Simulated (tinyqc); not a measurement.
Extended Hueckel theory, for CH3, step by step. Computed by tinyqc, a small Python program that keeps every step (integrals from PySCF). Settings: charge = 0, K = 2.0, multiplicity = 2. Command: `OMP_NUM_THREADS=1 python tinyqc.py 28096 28097 out.jsonl` (the two numbers bound the seeds that draw the settings). One thread of a shared host (Intel(R) Xeon(R) Processor @ 2.60GHz), about 0.01 s of CPU time with the checks.

## Overlaps

Geometry (angstrom):
```
atom          x          y         z
C      0.000000   0.000000  0.064000
H      1.103000   0.000000  0.000000
H     -0.551000   0.955000  0.000000
H     -0.551000  -0.955000  0.000000
```

Parameters chosen for this run:
```
element  shell  Slater exponent   H_ii (eV)
C           2s         1.625000  -21.400000
C           2p         1.625000  -11.400000
H           1s         1.300000  -13.600000
```

Slater orbitals, each expanded in six Gaussians scaled to its exponent.

overlap S:
```
           1C 2s     1C 2px     1C 2py     1C 2pz      2H 1s      3H 1s      4H 1s
1C 2s   1.000000   0.000000   0.000000   0.000000   0.484025   0.484273   0.484273
1C 2px  0.000000   1.000000   0.000000   0.000000   0.485474  -0.242692  -0.242692
1C 2py  0.000000   0.000000   1.000000   0.000000   0.000000   0.420637  -0.420637
1C 2pz  0.000000   0.000000   0.000000   1.000000  -0.028169  -0.028189  -0.028189
2H 1s   0.484025   0.485474   0.000000  -0.028169   1.000000   0.119458   0.119458
3H 1s   0.484273  -0.242692   0.420637  -0.028189   0.119458   1.000000   0.119440
4H 1s   0.484273  -0.242692  -0.420637  -0.028189   0.119458   0.119440   1.000000
```

## Wolfsberg-Helmholz matrix

diagonal H_ii (eV): 1C 2s -21.400000, 1C 2px -11.400000, 1C 2py -11.400000, 1C 2pz -11.400000, 2H 1s -13.600000, 3H 1s -13.600000, 4H 1s -13.600000

K = 2.000000

H_ij = K' S_ij (H_ii + H_jj)/2 for i != j (the diagonal keeps H_ii), with K' = 2.

H (eV):
```
             1C 2s      1C 2px      1C 2py      1C 2pz       2H 1s       3H 1s       4H 1s
1C 2s   -21.400000    0.000000    0.000000    0.000000  -16.940883  -16.949565  -16.949565
1C 2px    0.000000  -11.400000    0.000000    0.000000  -12.136841    6.067303    6.067303
1C 2py    0.000000    0.000000  -11.400000    0.000000    0.000000  -10.515925   10.515925
1C 2pz    0.000000    0.000000    0.000000  -11.400000    0.704223    0.704732    0.704732
2H 1s   -16.940883  -12.136841    0.000000    0.704223  -13.600000   -3.249271   -3.249271
3H 1s   -16.949565    6.067303  -10.515925    0.704732   -3.249271  -13.600000   -3.248758
4H 1s   -16.949565    6.067303   10.515925    0.704732   -3.249271   -3.248758  -13.600000
```

## Orbitals

valence electrons = 7

Solve H C = S C e through S^(-1/2); fill by pairs from the bottom, a degenerate level sharing its electrons equally; each orbital has its largest coefficient positive (the first on a tie).

orbital energies (eV): -26.040947  -16.787098  -16.785260  -11.413240  11.634941  11.668178  31.239367

occupations: 2.000000  2.000000  2.000000  1.000000  0.000000  0.000000  0.000000

coefficients:
```
             MO1        MO2        MO3        MO4        MO5        MO6        MO7
1C 2s   0.631371   0.000000  -0.000012   0.039489   0.000850   0.000000   1.385232
1C 2px  0.000002   0.000000   0.543795  -0.000004   1.172590   0.000000  -0.001013
1C 2py  0.000000   0.543730   0.000000   0.000000   0.000000   1.173131   0.000000
1C 2pz  0.001353   0.000000   0.000004   0.998662  -0.000046   0.000000  -0.084510
2H 1s   0.225086   0.000000   0.489659  -0.011509  -1.013117   0.000000  -0.756696
3H 1s   0.225197   0.423939  -0.244701  -0.011511   0.505677  -0.877269  -0.758417
4H 1s   0.225197  -0.423939  -0.244701  -0.011511   0.505677   0.877269  -0.758417
```

sum of one-electron energies = -130.639850 eV

## Mulliken analysis

P = C n C^T; charge = valence electrons (C 4, H 1) minus the sum of (P S)_ii on the atom; overlap population = 2 sum P_ij S_ij between two atoms.

charges: 1C -0.167666, 2H 0.055819, 3H 0.055923, 4H 0.055923

Overlap populations:
```
pair      value
2-1    0.792383
3-1    0.792619
3-2   -0.033002
4-1    0.792619
4-2   -0.033002
4-3   -0.032997
```
